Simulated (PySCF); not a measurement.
Carbonyl fluoride, CF2O.
Numbering: `[O:1]=[C:2]([F:3])[F:4]`

Geometry (PBE0-D3(BJ)/def2-SVP, Å), atoms numbered from 1 in this order:
```
atom  x, y, z in Å
O1    -0.347    1.057    0.794
C2    -0.063    0.028    0.312
F3     0.944   -0.731    0.657
F4    -0.699   -0.563   -0.665
```

Theory: core-valence-separated Tamm–Dancoff BHandHLYP/aug-pcX-1 in PySCF, non-relativistic, gas phase, PBE0-D3(BJ)/def2-SVP geometry. No empirical shift is added; at this level the pattern usually sits a few eV under experiment.

The lowest roots of each edge with f over 0.003 (five at most, numbered afresh; weaker and dark ones are left out), with transition dipoles (au) in the frame of the coordinates:

```tsv
root	edge	E (eV)	μx	μy	μz
1	C	287.69	-0.0693	-0.0560	0.0789
2	C	291.95	-0.0103	0.0368	0.0168
3	C	294.64	0.0850	-0.0087	0.0684
4	C	295.23	-0.0073	0.0243	0.0108
5	C	295.29	-0.0455	0.0053	-0.0362
6	O	530.11	0.0354	0.0286	-0.0404
7	O	534.27	0.0039	-0.0139	-0.0064
8	O	536.20	-0.0210	0.0025	-0.0166
9	O	536.22	0.0051	-0.0203	-0.0097
10	O	537.85	-0.0070	0.0249	0.0115
11	F	686.40	-0.0177	-0.0143	0.0198
12	F	686.40	0.0177	0.0147	-0.0205
13	F	687.13	-0.0303	0.0188	-0.0130
14	F	687.14	-0.0165	-0.0166	-0.0266
15	F	689.43	0.0322	-0.0148	0.0177
```

Task: What are the oscillator strengths?

Result: f = (2/3) ΔE |μ|², with ΔE in hartree (27.2114 eV):

```csv
root,ΔE (Eh),|μ|² (au),f,core hole on
1,10.5726,0.014164,0.100,C2
2,10.7290,0.001743,0.012,C2
3,10.8278,0.011979,0.086,C2
4,10.8494,0.000760,0.005,C2
5,10.8519,0.003409,0.025,C2
6,19.4813,0.003703,0.048,O1
7,19.6340,0.000249,0.003,O1
8,19.7049,0.000723,0.009,O1
9,19.7058,0.000532,0.007,O1
10,19.7657,0.000801,0.011,O1
11,25.2247,0.000910,0.015,F3/F4
12,25.2248,0.000950,0.016,F3/F4
13,25.2516,0.001441,0.024,F3/F4
14,25.2520,0.001255,0.021,F3/F4
15,25.3360,0.001569,0.027,F3/F4
```

Task: What is the unit vector of the normal of the molecular plane, and which share of each root's |μ|² lies along it?

Result: (0.58, 0.47, -0.66), up to sign.

```json
{"root": "1", "core hole on": "C2", "share along it": "1.00", "final orbital under reflection in the plane": "odd"}
{"root": "2", "core hole on": "C2", "share along it": "0.00", "final orbital under reflection in the plane": "even"}
{"root": "3", "core hole on": "C2", "share along it": "0.00", "final orbital under reflection in the plane": "even"}
{"root": "4", "core hole on": "C2", "share along it": "0.00", "final orbital under reflection in the plane": "even"}
{"root": "5", "core hole on": "C2", "share along it": "0.00", "final orbital under reflection in the plane": "even"}
{"root": "6", "core hole on": "O1", "share along it": "1.00", "final orbital under reflection in the plane": "odd"}
{"root": "7", "core hole on": "O1", "share along it": "0.00", "final orbital under reflection in the plane": "even"}
{"root": "8", "core hole on": "O1", "share along it": "0.00", "final orbital under reflection in the plane": "even"}
{"root": "9", "core hole on": "O1", "share along it": "0.00", "final orbital under reflection in the plane": "even"}
{"root": "10", "core hole on": "O1", "share along it": "0.00", "final orbital under reflection in the plane": "even"}
{"root": "11", "core hole on": "F3/F4", "share along it": "1.00", "final orbital under reflection in the plane": "odd"}
{"root": "12", "core hole on": "F3/F4", "share along it": "1.00", "final orbital under reflection in the plane": "odd"}
{"root": "13", "core hole on": "F3/F4", "share along it": "0.00", "final orbital under reflection in the plane": "even"}
{"root": "14", "core hole on": "F3/F4", "share along it": "0.00", "final orbital under reflection in the plane": "even"}
{"root": "15", "core hole on": "F3/F4", "share along it": "0.00", "final orbital under reflection in the plane": "even"}
```

The 1s orbitals of atoms in the plane are even under the reflection, so light polarised along the normal reaches odd orbitals alone (the out-of-plane π set) and light polarised in the plane even ones.

Task: For fixed molecules, how does the intensity of root 1 change when the electric field is turned 30° away from the normal of the molecular plane?

Result: Intensity goes as (E·μ)², and μ lies along that direction, so it falls to cos²30° = 0.75 of its maximum; it vanishes at 90°.

Task: Molecules are fixed in this frame and the field points along (1, 0, −1)/√2. What effective strengths 3 f cos²θ do the roots have (θ between field and μ)?

Result: root 1 (C2): 0.232, root 2 (C2): 0.008, root 3 (C2): 0.003, root 4 (C2): 0.004, root 5 (C2): 0.001, root 6 (O1): 0.112, root 7 (O1): 0.002, root 8 (O1): 0.000, root 9 (O1): 0.004, root 10 (O1): 0.007, root 11 (F3/F4): 0.036, root 12 (F3/F4): 0.037, root 13 (F3/F4): 0.008, root 14 (F3/F4): 0.003, root 15 (F3/F4): 0.005. Root 1 is the strongest. Averaged over all orientations cos²θ is 1/3, which gives f back. For degenerate partners only the sum has meaning, as the program may mix them freely.

